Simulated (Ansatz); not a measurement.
# Si₂H₅O+ (SMILES O[SiH2][SiH2+]): single points off equilibrium

The task here is to estimate one member of a computed series from the others.

The runs use Ansatz 0.2.0, Gaussian basis; single points in def2-TZVPP.

Cores are frozen in the correlated methods.

### The starting structure

SMILES `O[SiH2][SiH2+]`, 8 atoms, charge 1, spin multiplicity 1.

Atoms are counted from 1 here; the program's logs count them from 0.

Bond lengths: O1–Si2 1.622 Å, O1–H4 1.009 Å, Si2–Si3 2.473 Å, Si2–H5 1.317 Å, Si2–H6 1.500 Å, Si3–H7 1.364 Å, Si3–H8 1.384 Å. Angles: Si2–O1–H4 135.2°, O1–Si2–Si3 97.0°, O1–Si2–H5 118.6°, O1–Si2–H6 108.8°, Si3–Si2–H5 112.6°, Si3–Si2–H6 107.1°, H5–Si2–H6 111.3°, Si2–Si3–H7 129.1°, Si2–Si3–H8 127.8°, H7–Si3–H8 101.3°.

As a file:

```xyz
8
charge 1, multiplicity 1
O    -1.5512    0.2144   -0.5924
Si   -0.0610    0.8338   -0.4292
Si    0.9076   -1.0426    0.8581
H    -2.3869    0.4822   -1.0895
H     0.6282    1.1119   -1.5165
H    -0.1260    2.0153    0.4931
H     2.2057   -1.2622    1.2158
H     0.3462   -2.2841    1.0991
```

Set-up of the first run:

The input, run/in.yaml:

```yaml
crystal:
  periodic: [false, false, false]
  atoms:
    - {symbol: O, position_ang: [-1.551200, 0.214400, -0.592400]}
    - {symbol: Si, position_ang: [-0.061000, 0.833800, -0.429200]}
    - {symbol: Si, position_ang: [0.907600, -1.042600, 0.858100]}
    - {symbol: H, position_ang: [-2.386900, 0.482200, -1.089500]}
    - {symbol: H, position_ang: [0.628200, 1.111900, -1.516500]}
    - {symbol: H, position_ang: [-0.126000, 2.015300, 0.493100]}
    - {symbol: H, position_ang: [2.205700, -1.262200, 1.215800]}
    - {symbol: H, position_ang: [0.346200, -2.284100, 1.099100]}
basis:
  gaussian: {orbitals: def2-TZVPP}
total_charge: 1
correlation: {method: ccsd_t}
output: {forces: true}
```

Command:

```console
ansatz run in.yaml --threads 4 --pin off --events-out ev --progress --plain --max-ram 5222MiB
```

Steps of the session up to this table: CCSD(T)/def2-TZVPP; PBE0-D4/def2-TZVPP; wB97M-V/def2-TZVPP; r2SCAN-D4/def2-TZVPP; PBE-D4/def2-TZVPP; B97M-V/def2-TZVPP; HSE06-D4/def2-TZVPP.

One table of the session follows, with a row left open; its other results are not shown here.

| method | RMS force component (eV/Å) | angle to CCSD(T) forces (°) |
| --- | --- | --- |
| CCSD(T) | 1.772 | reference |
| PBE0-D4 | 1.829 | 3.1 |
| wB97M-V | ? | ? |
| r2SCAN-D4 | 1.805 | 3.3 |
| PBE-D4 | 1.816 | 6.4 |
| B97M-V | 1.760 | 4.3 |
| HSE06-D4 | 1.829 | 3.1 |

Q: Estimate the row for wB97M-V from the others.

**Answer.** RMS force component (eV/Å): 1.734; angle to CCSD(T) forces (°): 1.3. In the column «RMS force component (eV/Å)» it is the lowest.

To keep in mind: CCSD(T) in triple zeta still lacks some correlation energy of the bonds, so part of these gaps is its own basis error and they don't rank the functionals.
